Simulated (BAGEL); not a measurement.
# NEVPT2(10,8)/6-31G(d) (density fitting with cc-pvqz-jkfit, spherical functions) run of NO+ (nitrosonium)

Aim: the energy change on altering one bond length of NO+ (nitrosonium) at NEVPT2(10,8)/6-31G* (density fitting with cc-pvqz-jkfit, spherical functions), from 2 runs. 

The results are computed with BAGEL 1.2.2.

### Step 1. Starting point

NO+: 2 atoms, total charge +1, spin state singlet. As SMILES, `N#[O+]`. The bond length is the measured one.

Bond lengths: N1–O2 1.063 Å.

### Step 2. A single-point energy at NEVPT2(10,8)/6-31G(d) (density fitting with cc-pvqz-jkfit, spherical functions)

The input, calc.json:

```json
{ "bagel" : [

{
  "title" : "molecule",
  "basis" : "6-31gs.json",
  "df_basis" : "cc-pvqz-jkfit",
  "angstrom" : true,
  "geometry" : [
    { "atom" : "N", "xyz" : [       0.000000,       0.000000,       0.000000 ] },
    { "atom" : "O", "xyz" : [       0.000000,       0.000000,       1.063220 ] }
  ]
},

{ "title" : "hf", "charge" : 1 },

{ "title" : "casscf", "nstate" : 1, "nact" : 8, "nclosed" : 2, "charge" : 1, "maxiter" : 200, "natocc" : true },

{ "title" : "nevpt2", "nstate" : 1, "nact" : 8, "nclosed" : 2, "charge" : 1, "maxiter" : 200, "natocc" : true, "ncore" : 2 },

{ "title" : "print", "file" : "orbitals.molden", "orbitals" : true }

]}
```

The basis set 6-31G* is read from a file made from the Basis Set Exchange's data (not shown).

Launch:

```sh
BAGEL_NUM_THREADS=1 BAGEL calc.json > calc.out
```

What it wrote:

```text
* using 1 threads per process

  ===============================================================
  ===============================================================

  *** Geometry ***

  { "atom" : "N", "xyz" : [      0.000000,      0.000000,      0.000000 ] },
  { "atom" : "O", "xyz" : [      0.000000,      0.000000,      2.009195 ] },

  Number of auxiliary basis functions:      212

  Since a DF basis is specified, we compute 2- and 3-index integrals:
    o Being stored without compression. Storage requirement is 0.001 GB

  Number of basis functions:       28
  Number of electrons      :       15

    * METHOD: MOLECULE                             0.02

  *** RHF ***

  === Nuclear Repulsion ===
    27.8718645224

      * DIIS with orbital gradients will be used.

  === RHF iteration (6-31gs.json) ===
      0       -128.86619383          0.02905203           0.00
      1       -128.88935148          0.02050828           0.00
      2       -128.90581402          0.00504333           0.00
      3       -128.90699929          0.00057210           0.00
      4       -128.90702617          0.00004020           0.00
      5       -128.90702628          0.00000985           0.00
      6       -128.90702629          0.00000187           0.00
      7       -128.90702629          0.00000030           0.00
      8       -128.90702629          0.00000010           0.00
      9       -128.90702629          0.00000002           0.00
     10       -128.90702629          0.00000000           0.00
    * SCF iteration converged.

    * Permanent dipole moment:
           (   -0.000000,     0.000000,     0.279627) a.u.

    * METHOD: HF                                   0.04

  ---------------------------
      CASSCF calculation
  ---------------------------

    * nstate   :      1
    * nclosed  :      2
    * nact     :      8
    * nvirt    :     18
  === CASSCF iteration (6-31gs.json) ===

    * Using the second-order algorithm

      0  0      -129.00708755     1.45e-02      0.04

      1  0      -129.06047966     5.50e-03      0.04

      2  0      -129.08171902     1.92e-03      0.04

      3  0      -129.08336313     6.36e-04      0.04

      4  0      -129.08346435     1.99e-04      0.04

      5  0      -129.08347191     5.86e-05      0.04

      6  0      -129.08347250     1.70e-05      0.04

      7  0      -129.08347255     4.90e-06      0.04

      8  0      -129.08347255     1.41e-06      0.04

      9  0      -129.08347255     4.06e-07      0.04

     10  0      -129.08347255     1.17e-07      0.04

     11  0      -129.08347255     3.37e-08      0.04

     12  0      -129.08347255     9.74e-09      0.04

    * Second-order optimization converged. *

     guess   0:   closed 11111...             open ........

  === FCI iteration ===

      0  0      -128.90316773     1.25e-02      0.00
      1  0      -129.06011378     5.02e-03      0.00
      2  0      -129.08000833     1.88e-03      0.00
      3  0      -129.08300347     6.77e-04      0.00
      4  0      -129.08343461     2.07e-04      0.00
      5  0      -129.08347041     4.60e-05      0.00
      6  0      -129.08347239     1.20e-05      0.00
      7  0      -129.08347253     4.40e-06      0.00
      8  0      -129.08347255     1.52e-06      0.00
      9  0      -129.08347255     5.54e-07      0.00
     10  0      -129.08347255     1.91e-07      0.00
     11  0      -129.08347255     4.94e-08      0.00
     12  0      -129.08347255     1.53e-08      0.00
     13  0      -129.08347255     3.94e-09      0.00
     14  0      -129.08347255     1.04e-09      0.00
     15  0      -129.08347255     2.60e-10      0.00
     16  0 *    -129.08347255     5.89e-11      0.00

     * ci vector, state   0, <S^2> = -0.0000
       22222...     0.9610738669
       2222.2..    -0.1206296228
       222.2.2.    -0.1206296228
       222abab.    -0.0798883834
       222baba.    -0.0798883834
       2.2222..    -0.0515383097
       2.222.2.    -0.0515383097
       222aabb.    -0.0512299309
       222bbaa.    -0.0512299309

    * METHOD: CASSCF                               0.53

    * freezing 2 orbitals

  === DF-NEVPT2 calculation ===

    * 3-index integral transformation done
    * assembly done

      NEVPT2 correlation energy:   -0.1315233357      0.01

          (+0)      0.0000000000
          (+0)'     0.0000000000
          (+1)      0.0000000000
          (+1)'     0.0000000000
          (+2)      0.0000000000
          (-1)      0.0000000000
          (-1)'    -0.0687640557
          (-2)     -0.0627592800

      NEVPT2 total energy:       -129.2149958901

    * METHOD: NEVPT2                               7.42

    * METHOD: PRINT                                0.00

  ===============================================================
```

It took 8.4 s on 1 thread of Arm Neoverse V1, shared host; peak memory 0.51 GiB.

### Step 3. The distorted shape at the same level

The input, calc.json:

```json
{ "bagel": [

{
  "title": "molecule",
  "basis": "6-31gs.json",
  "df_basis": "cc-pvqz-jkfit",
  "angstrom": true,
  "geometry": [
    { "atom": "N", "xyz": [       0.000000,       0.000000,      -0.159480 ] },
    { "atom": "O", "xyz": [       0.000000,       0.000000,       1.063220 ] }
  ]
},

{
  "title": "hf",
  "charge": 1
},

{
  "title": "nevpt2",
  "nstate": 1,
  "nact": 8,
  "nclosed": 2,
  "charge": 1,
  "maxiter": 200,
  "natocc": true,
  "ncore": 2
},

{
  "title": "print",
  "file": "orbitals.molden",
  "orbitals": true
}

]}
```

The basis set 6-31G* is read from a file made from the Basis Set Exchange's data (not shown).

Launch:

```sh
BAGEL_NUM_THREADS=1 BAGEL calc.json > calc.out
```

What it wrote:

```text
* using 1 threads per process

  ===============================================================
  ===============================================================

  *** Geometry ***

  { "atom" : "N", "xyz" : [      0.000000,      0.000000,     -0.301374 ] },
  { "atom" : "O", "xyz" : [      0.000000,      0.000000,      2.009195 ] },

  Number of auxiliary basis functions:      212

  Since a DF basis is specified, we compute 2- and 3-index integrals:
    o Being stored without compression. Storage requirement is 0.001 GB

  Number of basis functions:       28
  Number of electrons      :       15

    * METHOD: MOLECULE                             0.03

  *** RHF ***

  === Nuclear Repulsion ===
    24.2364633986

      * DIIS with orbital gradients will be used.

  === RHF iteration (6-31gs.json) ===
      0       -128.74090782          0.03997384           0.00
      1       -128.70727455          0.05151102           0.00
      2       -128.81716211          0.00538432           0.00
      3       -128.81871634          0.00085130           0.00
      4       -128.81880078          0.00018983           0.00
      5       -128.81880446          0.00007878           0.00
      6       -128.81880547          0.00000888           0.00
      7       -128.81880549          0.00000168           0.00
      8       -128.81880549          0.00000059           0.00
      9       -128.81880549          0.00000013           0.00
     10       -128.81880549          0.00000001           0.00
     11       -128.81880549          0.00000001           0.00
    * SCF iteration converged.

    * Permanent dipole moment:
           (   -0.000000,    -0.000000,     0.487904) a.u.

    * METHOD: HF                                   0.04

    * freezing 2 orbitals
  ---------------------------
      CASSCF calculation
  ---------------------------

    * nstate   :      1
    * nclosed  :      2
    * nact     :      8
    * nvirt    :     18
  === CASSCF iteration (6-31gs.json) ===

    * Using the second-order algorithm

      0  0      -128.98016382     2.01e-02      0.05

      1  0      -129.04062279     4.61e-03      0.04

      2  0      -129.04483548     8.34e-04      0.04

      3  0      -129.04492896     2.05e-04      0.04

      4  0      -129.04493395     5.30e-05      0.04

      5  0      -129.04493427     1.38e-05      0.04

      6  0      -129.04493429     3.62e-06      0.04

      7  0      -129.04493430     9.53e-07      0.04

      8  0      -129.04493430     2.52e-07      0.04

      9  0      -129.04493430     6.67e-08      0.04

     10  0      -129.04493430     1.77e-08      0.04

     11  0      -129.04493430     4.74e-09      0.04

    * Second-order optimization converged. *

     guess   0:   closed 11111...             open ........

  === FCI iteration ===

      0  0      -128.81177250     1.30e-02      0.00
      1  0      -129.00085886     6.21e-03      0.00
      2  0      -129.03486496     2.88e-03      0.00
      3  0      -129.04316055     1.13e-03      0.00
      4  0      -129.04465298     4.66e-04      0.00
      5  0      -129.04490947     1.33e-04      0.00
      6  0      -129.04493163     4.70e-05      0.00
      7  0      -129.04493384     1.98e-05      0.00
      8  0      -129.04493424     6.73e-06      0.00
      9  0      -129.04493429     2.72e-06      0.00
     10  0      -129.04493429     7.95e-07      0.00
     11  0      -129.04493430     2.52e-07      0.00
     12  0      -129.04493430     7.40e-08      0.00
     13  0      -129.04493430     2.78e-08      0.00
     14  0      -129.04493430     8.68e-09      0.00
     15  0      -129.04493430     2.69e-09      0.00
     16  0      -129.04493430     1.00e-09      0.00
     17  0      -129.04493430     3.88e-10      0.00
     18  0      -129.04493430     1.42e-10      0.00
     19  0 *    -129.04493430     4.83e-11      0.00

     * ci vector, state   0, <S^2> = 0.0000
       22222...     0.9392635101
       2222.2..    -0.1493578930
       222.2.2.    -0.1493578930
       222abab.     0.0925301614
       222baba.     0.0925301614
       22.22..2    -0.0656860047
       22a2ba.b    -0.0571022917
       22b2ab.a    -0.0571022917
       22ab2.ab     0.0571022917
       22ba2.ba     0.0571022917
       2.2222..    -0.0554313438
       2.222.2.    -0.0554313438
       222aabb.     0.0520036808
       222bbaa.     0.0520036808

  === DF-NEVPT2 calculation ===

    * 3-index integral transformation done
    * assembly done

      NEVPT2 correlation energy:   -0.1383801189      0.01

          (+0)      0.0000000000
          (+0)'     0.0000000000
          (+1)      0.0000000000
          (+1)'     0.0000000000
          (+2)      0.0000000000
          (-1)      0.0000000000
          (-1)'    -0.0763555543
          (-2)     -0.0620245646

      NEVPT2 total energy:       -129.1833144142

    * METHOD: NEVPT2                               7.55

    * METHOD: PRINT                                0.00

  ===============================================================
```

It took 7.8 s on 1 thread of Arm Neoverse V1, shared host; peak memory 0.51 GiB.

### Step 4. Results

At NEVPT2(10,8)/6-31G* (density fitting with cc-pvqz-jkfit, spherical functions), 2 core orbitals frozen:

```
                                                         quantity          value
                                        first shape: total energy  -129.21500 Eh
                                    distorted shape: total energy  -129.18331 Eh
energy change with the N1–O2 bond stretched from 1.063 to 1.223 Å       0.862 eV
```

What this shows: With the N1–O2 bond stretched from 1.063 to 1.223 Å the energy rises by 0.86 eV (19.9 kcal/mol). The first shape isn't relaxed at this level, so the change isn't measured from a minimum.
